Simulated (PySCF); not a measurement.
Ionisation energies (eV) were calculated with PySCF 2.14 by PBE, LDA, MP2 (valence), in another order, as differences of total energies without spin-orbit coupling. The measured values are between term centres (NIST).

| species | measured | A | B | C |
| --- | --- | --- | --- | --- |
| C⁺ (aug-cc-pVQZ with one added diffuse shell each of s, p, d, f, g type, non-relativistic) | 24.378 | 24.770 | 24.853 | 24.416 |
| Ne (aug-cc-pVQZ with one added diffuse shell each of s, p, d, f, g type, non-relativistic) | 21.597 | 22.189 | 21.661 | 21.736 |
| Ar (aug-cc-pV(Q+d)Z with one added diffuse shell each of s, p, d, f, g type, non-relativistic) | 15.819 | 15.991 | 15.705 | 15.849 |
| In (aug-cc-pVQZ-PP with one added diffuse shell each of s, p, d, f, g type with ECP28MDF, ECP) | 5.603 | 5.716 | 5.590 | 5.426 |
| In⁺ (aug-cc-pVQZ-PP with one added diffuse shell each of s, p, d, f, g type with ECP28MDF, ECP) | 18.870 | 19.494 | 19.049 | 17.674 |
| Sb (aug-cc-pVQZ-PP with one added diffuse shell each of s, p, d, f, g type with ECP28MDF, ECP) | 9.124 | 9.121 | 8.964 | 9.027 |
| Tl (aug-cc-pVQZ-PP with one added diffuse shell each of s, p, d, f, g type with ECP60MDF, ECP) | 5.464 | 5.583 | 5.425 | 5.207 |
| Pb⁺ (aug-cc-pVQZ-PP with one added diffuse shell each of s, p, d, f, g type with ECP60MDF, ECP) | 13.869 | 13.917 | 13.709 | 13.422 |

Which column is which method?

A is LDA (mean error 0.26 eV); B is PBE (mean error 0.03 eV); C is MP2 (valence) (mean error -0.25 eV). LDA overbinds the outer electron and comes out highest. PBE, with gradient corrections, lies close to experiment on average, with errors of both signs. Valence MP2 in a finite basis recovers only part of the missing correlation, so it stays below experiment on average.
